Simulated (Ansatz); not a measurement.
Relaxation of AlH$_{2}$NaS (5 atoms, charge 0, multiplicity 1), to a largest force component of 0.015 eV/Å in at most 40 steps.

All numbers below come from RKS B3LYP/def2-SVP (Ansatz 0.2.0).

```xyz
5
Properties=species:S:1:pos:R:3:forces:R:3
Na -1.297 -1.262 2.912 -0.02 0.04 -0.05
S 0.076 -0.704 0.975 0.01 -0.26 0.38
Al 0.317 0.383 -0.821 -0.05 -0.11 0.20
H -0.127 -0.170 -2.196 -0.26 -0.30 -0.58
H 1.032 1.754 -0.870 0.31 0.63 0.06
```

**Question.** Where does it end, and by what steps?

**Answer.** The forces met the threshold. After 16 steps the energy has fallen by 0.316 eV; Na1 moved furthest, 1.79 Å. Joined: Na1–Al3.

```tsv
step	energy less start (eV)	largest force component (eV/Å)	accepted
0	0.0000	0.632	yes
1	-0.0436	0.120	yes
2	-0.0597	0.098	yes
3	-0.0850	0.153	yes
4	-0.1019	0.140	yes
5	-0.1047	0.315	yes
6	-0.1152	0.085	yes
7	-0.1201	0.072	yes
8	-0.1338	0.207	yes
9	-0.1513	0.426	yes
10	-0.1825	0.438	yes
11	-0.2291	0.248	yes
12	-0.2657	0.121	yes
13	-0.2936	0.103	yes
14	-0.3131	0.075	yes
15	-0.3147	0.059	yes
16	-0.3161	0.012	yes
```

```xyz
5
Properties=species:S:1:pos:R:3
Na -1.442 -1.360 1.135
S 0.815 -0.257 1.588
Al 0.411 0.415 -0.383
H -1.022 -0.139 -0.970
H 1.237 1.341 -1.369
```

Whether the end is a true minimum wasn't checked by a vibrational analysis.

Time of the run: 34 s on 1 thread of Arm Neoverse V2, on a shared host, peak memory 0.13 GiB.
